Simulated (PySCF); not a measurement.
Mapped SMILES: `[CH2:1]=[C:2]1[CH2:3][C:4]1([F:5])[F:6]` (H(Xn): hydrogen on atom n). Ha(C1) is cis to C3; Hb(C1) is trans to C3.

- σ from GIAO-PBE0/pcSseg-1
- GFN2-xTB geometry
- program: PySCF 2.14
- isolated molecule, non-relativistic, one computed conformer, equivalent nuclei averaged

References, each an isolated molecule treated in the same way: TMS for ¹³C (186.93 ppm) and ¹H (31.72 ppm); CFCl3 for ¹⁹F (170.95 ppm).

```csv
atoms,nucleus,count,Hirshfeld charge,δ (ppm)
C4,¹³C,1,0.16,113.6
Ha(C1),¹H,1,0.06,6.08
F5/F6,¹⁹F,2,-0.10,-146.3
C1,¹³C,1,-0.08,119.7
C2,¹³C,1,-0.02,139.2
H(C3),¹H,2,0.06,?
C3,¹³C,1,-0.10,?
Hb(C1),¹H,1,0.06,6.55
```

Problem. Fill in the missing shifts.

Solution. 
- C3: 20.8 ppm, three-membered-ring carbon; carbons of three-membered rings are unusually shielded
- H(C3): 1.88 ppm, hydrogen on a three-membered-ring carbon

Shifts are as computed. Against solution values, carbons near 30 ppm lie about +3 ppm off and those near 130 ppm about +5 ppm. Of 1211 compounds with measured shifts, 218 miss one by over three times the rms of a fit or turn the order of signals round; such compounds aren't used in these exercises. Unscaled 19F shifts against computed CFCl3 carry errors that often reach 10 to 50 ppm.
